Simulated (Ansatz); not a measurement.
A calculation on cubic perovskite SrTiO3 (cubic form, which distorts at low temperature) returned lattice constant a 3.936 Å, formation enthalpy -3.138 eV/atom.

For reference: lattice constant a 3.89 Å (measured, 0 K, cubic phase extrapolated to 0 K; as tabulated in Bilc et al. (2008), arXiv:0805.0753); formation enthalpy -3.416 eV/atom (measured, 0 K, at or extrapolated to 0 K by the table's caption; zero-point energies not removed; as tabulated in Aykol and Wolverton (2014), doi:10.1103/physrevb.90.115105).

Task: Which level of theory produced these numbers?
(A) r²SCAN-D4 (Ansatz, a quantum-chemistry and plane-wave program)
(B) HSE06 (Ansatz)
(C) rVV10 (Ansatz)
(D) PBE (Ansatz)

Result: D, PBE (Ansatz)

The others give: rVV10 3.944 Å, -3.382 eV/atom; HSE06 3.895 Å, -3.282 eV/atom; r²SCAN-D4 3.899 Å, -3.511 eV/atom.

Unless a cell is named, each level is at its own relaxed cell (HSE06 11.82, PBE 12.20, r²SCAN-D4 11.86, rVV10 12.27 Å³/atom).

Caveats: hybrids on metals are sensitive to the k mesh and can open a false gap (HSE06); the relaxation could not lower the start's symmetry, so the cell can be a saddle point above a distorted one (rVV10, HSE06, r²SCAN-D4, PBE). Ansatz's density-functional and Hartree–Fock values are scalar-relativistic unless marked +SOC, with PAW data made under PBE.
